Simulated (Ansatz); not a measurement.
Input for Ansatz (development build ahead of 0.2.0):

```yaml
crystal:
  periodic: [false, false, false]
  atoms:
    - { symbol: O, position_ang: [0.0, 0.0, 0.0] }
    - { symbol: H, position_ang: [0.0, 0.0, 1.648] }
basis:
  gaussian: { orbitals: "6-31G" }
total_charge: 1
magnetization:
  spin_polarized: true
  initial_magnetization: 2
hamiltonian:
  xc: pbe
scf:
  omitted_lower_state_checks: [starts, atomic_configurations, cluster_reference, orbital_swaps, given_window_search, neighbouring_geometries, increment]
output:
  forces: true
```

The input is written out in the form of the current development build from the run's settings.

The run gave:

```
Converged                       : yes
Total energy                    : -75.09793 hartree
Spin squared of the determinant : 2.070
Stability test                  : minimum
```

Forces (eV/Å):
| atom | Fx | Fy | Fz |
| --- | --- | --- | --- |
| O1 | 0.000 | 0.000 | 2.549 |
| H2 | 0.000 | 0.000 | -2.549 |
